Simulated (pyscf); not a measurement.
# Four-centre exchange: H₃Si–PH₂ (SMILES [SiH3]P) + SiH₄ (SMILES [SiH4]) → H₃Si–PH–SiH₃ (SMILES [SiH3]P[SiH3]) + H₂ (SMILES [H][H])

Gas phase, singlet surface, charge 0. Bonds broken: P1–H3, Si8–H9. Bonds formed: P1–Si8, H3–H9. Optimised with ωB97X-D3(BJ)/def2-SVP in PySCF.

Transition state (Å):

```xyz
12

P     -0.3295     0.3704     0.2628
Si     1.4091    -0.8656     1.0982
H     -0.8621     1.1213    -0.9889
H     -0.0457     1.5975     0.9130
H      1.3283    -0.8749     2.5856
H      2.6924    -0.2530     0.6542
H      1.2845    -2.2473     0.5617
Si    -2.6958     0.4623     0.5148
H     -1.9936     1.5512    -0.7656
H     -3.2174    -0.4310    -0.5589
H     -3.6031     1.5902     0.9088
H     -2.7383    -0.3750     1.7753
```

One imaginary mode, 1646i cm⁻¹; descent along it reached the two sides named.

| bond | change | reactant side (Å) | saddle | product side |
|---|---|---|---|---|
| P1–H3 | breaks | 1.424 | 1.554 | 3.0 |
| Si8–H9 | breaks | 1.490 | 1.822 | 4.1 |
| P1–Si8 | forms | 3.6 | 2.382 | 2.249 |
| H3–H9 | forms | 3.9 | 1.231 | 0.761 |

Electronic energies relative to the separated reactants (kcal/mol):

| level | barrier | reaction energy | reverse barrier |
|---|---|---|---|
| ωB97X-D3(BJ)/def2-TZVP | 61.0 | -5.1 | 66.1 |
| PBE/def2-TZVP | 50.8 | -2.1 | 52.9 |
| r²SCAN/def2-TZVP | 54.9 | -2.6 | 57.5 |
| B3LYP-D3(BJ)/def2-TZVP | 59.3 | -1.4 | 60.8 |
| PBE0-D3(BJ)/def2-TZVP | 54.6 | -3.1 | 57.7 |
| M06-2X/def2-TZVP | 63.6 | -2.1 | 65.7 |
| ωB97M-D3(BJ)/def2-TZVP | 63.7 | -0.5 | 64.2 |
| HF/def2-TZVP | 87.3 | +6.3 | 81.0 |

With ωB97M-D3(BJ)/def2-TZVP energies and thermal terms (ideal gas, 1 atm, RRHO with modes under 100 cm⁻¹ raised to 100, one conformer, R ln 2 for chiral ones without a mode under 150 cm⁻¹), in kcal/mol:

```json
[
 {"T (K)": "298", "ΔH‡": "62.0", "ΔG‡": "71.5", "ΔH": "-1.7", "ΔG": "-0.5"},
 {"T (K)": "600", "ΔH‡": "62.6", "ΔG‡": "81.0", "ΔH": "-0.3", "ΔG": "+0.1"},
 {"T (K)": "900", "ΔH‡": "63.5", "ΔG‡": "90.0", "ΔH": "+0.6", "ΔG": "+0.2"},
 {"T (K)": "1200", "ΔH‡": "64.5", "ΔG‡": "98.7", "ΔH": "+1.2", "ΔG": "-0.1"}
]
```

This is the saddle that the search found; another between the same sides may lie lower.
